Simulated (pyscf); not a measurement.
Single points on ωB97X-D3(BJ)/def2-SVP structures (PySCF, gas phase).

How much does it cost (ΔH, 298 K, ωB97M-D3(BJ)/def2-TZVP) to split H₃Si–CH₂–SnH₃ at its C–Si bond into SiH₃• + •H₂C–SnH₃?

C–Si to SiH₃• + •H₂C–SnH₃: 375.2 kJ/mol. The 7 functionals that were run give +340.0 (r²SCAN) to +385.7 kJ/mol (ωB97X-D3(BJ)/def2-TZVP). •H₂C–SnH₃ lies 128.0 kJ/mol over its isomer H₃C–SnH₂• (electronic energy, ωB97M-D3(BJ)/def2-TZVP). Elements past Kr carry the def2 core potentials, without spin-orbit coupling.
